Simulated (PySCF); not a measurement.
C4H4NS (doublet state).
Atom-mapped SMILES: `[CH2:1][c:2]1[cH:3][cH:4][s:5][n:6]1` (hydrogens: H7, H8 on C1; H9 on C3; H10 on C4)

Structure used (GFN2-xTB), in Å, numbered top down from 1:
```
atom  x, y, z in Å
C1     1.828    0.019    0.078
C2     0.488   -0.263    0.076
C3    -0.567    0.697   -0.179
C4    -1.778    0.112   -0.108
S5    -1.580   -1.574    0.265
N6     0.025   -1.507    0.324
H7     2.181    1.013   -0.121
H8     2.546   -0.754    0.278
H9    -0.379    1.732   -0.394
H10   -2.755    0.530   -0.242
```

The hyperfine couplings belong to this conformer and change with its torsions.

Method: PySCF, UKS B3LYP, pcH-1 on C H N S, non-relativistic, mean-field spin-orbit, GIAO. Isolated species at its GFN2-xTB geometry, gas phase. The geometry wasn't refined by DFT: couplings that depend on bond lengths, twists or pyramidal angles can differ widely from those at the functional's own minimum. No stability test was run, so a lower SCF solution isn't excluded. ⟨S²⟩ is 0.774 where a pure state has 0.75.

Give the principal g shifts and their parts.

| Δg (ppm) | 1 | 2 | 3 |
| --- | --- | --- | --- |
| relativistic mass correction | -185 | -185 | -185 |
| gauge correction | -6 | 43 | 34 |
| orbital Zeeman/spin–orbit | -29 | 2489 | 3977 |
| total | -219 | 2348 | 3827 |

So g = 2.00210, 2.00467, 2.00615 and g_iso = 2.00430; the tensor is rhombic: the two nearest values differ by 37 % of g3 − g1. Axes: g1 is normal to the molecular plane and g2 points within 1° of the S5–N6 bond.

Average each term over the three axes. Which is largest in size?

The orbital-Zeeman/spin–orbit term 2146, the mass correction -185 and the gauge correction 24 ppm, for a total of 1985 ppm. The orbital-Zeeman/spin–orbit term is the largest in size. The mass correction is the same along every axis, so the anisotropy comes from the other two: their spans along these axes are 50 (gauge) and 4006 ppm (orbital Zeeman/spin–orbit).

What are the electron Larmor frequencies g μB B/h along the three axes at 340 mT?

9.5274, 9.5397, 9.5467 GHz for g1, g2 and g3, a range of 19.3 MHz.

In a frozen sample, at which fields do the three g values resonate at 9.5, 34, 94 and 263 GHz (hyperfine left aside), and which band first spreads them over more than twice a line width of 0.5 mT?

```json
{"band": "X", "GHz": "9.5", "B(g3) mT": "338.34", "B(g2) mT": "338.59", "B(g1) mT": "339.02", "spread mT": "0.68"}
{"band": "Q", "GHz": "34.0", "B(g3) mT": "1210.89", "B(g2) mT": "1211.78", "B(g1) mT": "1213.34", "spread mT": "2.45"}
{"band": "W", "GHz": "94.0", "B(g3) mT": "3347.76", "B(g2) mT": "3350.23", "B(g1) mT": "3354.52", "spread mT": "6.77"}
{"band": "J", "GHz": "263.0", "B(g3) mT": "9366.59", "B(g2) mT": "9373.50", "B(g1) mT": "9385.52", "spread mT": "18.93"}
```

The spread grows in proportion to the frequency. Q band is the first where it exceeds 1.0 mT.

The largest Mulliken spin populations are on C1 (+0.76), N6 (+0.32), C2 (-0.19) and S5 (+0.15). The angles at C1 add up to 360.0°, so it is planar; its axial dipolar tensor and the negative couplings of its protons fit spin in a p orbital normal to that plane.

The HOMO–LUMO gaps are 4.65 eV among the α and 4.82 eV among the β orbitals.

The run took 30 s wall (with the writing of density and orbital grids) on one thread, Arm Neoverse V2 (aarch64), shared host with 96 logical CPUs at a one-minute load of 34, and the process peaked at 0.69 GiB of memory.
